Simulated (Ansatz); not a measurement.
# BH₃Cl (doublet): from Hartree-Fock to the top rungs at distance B1–H4 along a hydrogen transfer = 1.415 Å, cc-pVDZ

An exercise on one series of results from a longer session: the logs are not shown, and one member is left open.

The runs use Ansatz 0.2.0, Gaussian basis; cc-pVDZ, core rule «outside noble gas», up to 6 orbitals frozen.

To be run: UHF; CCSD(T) on ROHF; CCSD(T) on UHF; BCCD(T) on ROHF; CISD; CCSDT(Q) on ROHF; CCSDT(Q) on UHF; CASSCF and MRCISD+Q, 3 electrons in 3 orbitals; CASSCF and NEVPT2, 3 electrons in 3 orbitals.

19 further runs of the same task are left out: 9 for a known fault of the program, 1 for a mislabelled method, 5 that didn't finish, 4 set aside as unsound or not needed.

## The geometry

The geometry derives from fragments relaxed apart (PBE0/def2-TZVP) and kept rigid, so it is no stationary point. A hydrogen atom is moved between rigid fragments.

5 atoms, charge 0, spin multiplicity 2.

Atoms are counted from 1 here; the program's logs count them from 0.

Bond lengths: B1–H2 1.193 Å, B1–H3 1.193 Å, B1–H4 1.415 Å, H4–Cl5 1.439 Å. Angles: H2–B1–H3 120.0°, H2–B1–H4 120.0°, H3–B1–H4 120.0°, B1–H4–Cl5 180.0°.

The first run:

in.yaml

```yaml
crystal:
  periodic: [false, false, false]
  atoms:
    - {symbol: B, position_ang: [-2.057428, 0.000000, 0.000000]}
    - {symbol: H, position_ang: [-2.654162, 1.033571, 0.000000]}
    - {symbol: H, position_ang: [-2.654162, -1.033571, 0.000000]}
    - {symbol: H, position_ang: [-0.642428, 0.000000, 0.000000]}
    - {symbol: Cl, position_ang: [0.796572, 0.000000, 0.000000]}
basis:
  gaussian: {orbitals: cc-pVDZ}
magnetization: {spin_polarized: true, initial_magnetization: 1}
hamiltonian: {xc: hf}
output: {orbitals: {seedname: orbitals}}
```

The run is started by

```console
ansatz run in.yaml --threads 1 --pin off --events-out ev --progress --plain --max-ram 2393MiB
```

Steps of the session up to this table: UHF; CCSD(T) on ROHF; CCSD(T) on UHF; BCCD(T) on ROHF; CISD; CCSDT(Q) on ROHF; CCSDT(Q) on UHF; CASSCF and MRCISD+Q, 3 electrons in 3 orbitals; CASSCF and NEVPT2, 3 electrons in 3 orbitals.

One of the session's tables, all rows but one given; the rest of the session is left out.

```
       method  from UCCSDT(Q) (kJ/mol)
         ROHF                        ?
          UHF                   +697.5
         RMP2                   +106.0
         UMP2                   +111.7
         CISD                    +71.0
        RCCSD                    +16.3
        UCCSD                    +15.7
     RCCSD(T)                     +3.0
     UCCSD(T)                     +3.0
      BCCD(T)                     +3.0
       RCCSDT                     +1.0
       UCCSDT                     +1.0
    RCCSDT(Q)                      0.0
    UCCSDT(Q)                        0
  CASSCF pair                   +665.4
  NEVPT2 pair                   +107.5
  MRCISD pair                    +62.4
MRCISD+Q pair                     +4.6
```

**Question.** Estimate the row for ROHF.

The run gave: from UCCSDT(Q) (kJ/mol): +717.1. In the column «from UCCSDT(Q) (kJ/mol)» it is the highest.

Among the levels timed on like hardware and quicker than the yardstick, those that no quicker one beats, quickest first: NEVPT2 pair (0.72 s, +107.5 kJ/mol); MRCISD+Q pair (0.99 s, +4.6 kJ/mol); BCCD(T) (3 s, +3.0 kJ/mol); RCCSD(T) (5.5 s, +3.0 kJ/mol).

To keep in mind: Of the multireference levels listed MRCISD+Q pair comes nearest in total energy (+4.6 kJ/mol), which doesn't show that its space is the better one. Restricted and unrestricted rows rest on different reference determinants; where their highest levels disagree by more than a few hundredths of an eV, they describe different states and don't form one ladder.
